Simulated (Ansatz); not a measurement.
Geometry optimisation, Ansatz, RKS PBE/def2-SVP.

input.yaml

```yaml
crystal:
  periodic: [false, false, false]
  atoms:
    - { symbol: Si, position_ang: [-0.113698, 0.102227, -0.12109] }
    - { symbol: H, position_ang: [-0.202962, 0.112265, 1.358457] }
    - { symbol: H, position_ang: [1.31107, 0.238438, -0.549564] }
    - { symbol: O, position_ang: [-0.895162, 1.457906, -0.74671] }
    - { symbol: H, position_ang: [-1.858622, 1.473223, -0.606683] }
    - { symbol: H, position_ang: [-0.747893, -1.16594, -0.622154] }
    - { symbol: F, position_ang: [1.26236, -1.915188, 1.235886] }
    - { symbol: H, position_ang: [0.915407, -1.294431, 1.837258] }
basis:
  gaussian: { orbitals: def2-SVP }
hamiltonian:
  xc: pbe
relax:
  f_tol: 0.03
  max_steps: 50
```

Run as:

```bash
$ ansatz run input.yaml --threads 1 --pin off --max-ram 2048MiB --backend cpu --events-out ev --progress --plain --runs-dir out
```

Task: Where does it end, and by what steps?

Result: It converged. After 5 steps the energy has fallen by 0.026 eV; F7 moved furthest, 0.16 Å.

```csv
step,energy less start (eV),largest force component (eV/Å),accepted
0,0.0000,0.734,yes
1,-0.0114,0.663,yes
2,0.0114,0.915,no
3,-0.0257,0.076,yes
4,-0.0261,0.073,yes
5,-0.0263,0.015,yes
```

```xyz
8
Properties=species:S:1:pos:R:3
Si -0.113 0.112 -0.159
H -0.150 0.072 1.364
H 1.302 0.257 -0.608
O -0.914 1.479 -0.719
H -1.878 1.490 -0.593
H -0.739 -1.161 -0.656
F 1.316 -1.973 1.374
H 0.846 -1.267 1.783
```

Whether the end is a true minimum wasn't checked by a vibrational analysis.

Run time: 16 s on 1 thread of Intel(R) Xeon(R) Platinum 8259CL CPU @ 2.50GHz (Skylake/Cascade Lake), with other jobs on the host, peak memory 0.14 GiB.
